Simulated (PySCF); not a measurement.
A database entry of computed molecular properties. Lists by class give the value and the number of equivalent atoms.

```json
{
 "formula": "PO4",
 "smiles": "O=P([O-])([O-])[O-]",
 "charge": -3,
 "multiplicity": 1,
 "geometry_level": "PBE0-D3(BJ)/def2-SVP",
 "electronic_structure_code": "PySCF",
 "results": {
  "PBE0-D3(BJ)/def2-SVP geometry optimisation, gas phase": {
   "point_group": "Td",
   "rotational_constants_GHz": [4.631, 4.63, 4.627]
  },
  "B97-2/pcSseg-2 ground state and GIAO shieldings, non-relativistic": {
   "homo_eV": 10.1,
   "lumo_eV": 18.29,
   "shielding_other_nuclei_by_class_ppm": [
    ["O", 207.0, 4],
    ["P", 273.4, 1]
   ]
  },
  "delta-SCF UKS SCAN, pcX-2 on the ionised atom, pcseg-1 elsewhere, spin-free X2C; 2p3/2 from a spin–orbit splitting computed afterwards within the 2p shell": {
   "core_binding_eV": [
    ["P2p3/2", 120.32, 1],
    ["O1s", 518.55, 4],
    ["P1s", 2134.83, 1]
   ]
  }
 }
}
```

The rotational constants are those of a spherical top; the small spread among constants that symmetry makes equal is optimisation noise. With B = h/(8π²I), that is 505.379 GHz u Å² over I, the principal moments of inertia are 109.1, 109.2 and 109.2 u Å² (most abundant isotopes); the inertial defect Ic − Ia − Ib is -109.1 u Å² (zero for a rigid planar frame, negative otherwise).

Whether so highly charged an anion holds all its electrons in the gas phase wasn't checked; a finite basis holds them in any case. The ion is multiply charged and computed without counter-ions or solvent. The HOMO energy is positive, so at this level the finite basis confines the outermost electrons. No diffuse functions stand in pcSseg-2, which bears on an anion's orbital energies.

For the geometry optimisation (PBE0-D3(BJ)/def2-SVP), hardware: one thread, Intel Xeon 6975P-C (x86_64), no GPU (shared host). Cost: 4.5 s of wall time, 0.33 GiB resident at most.
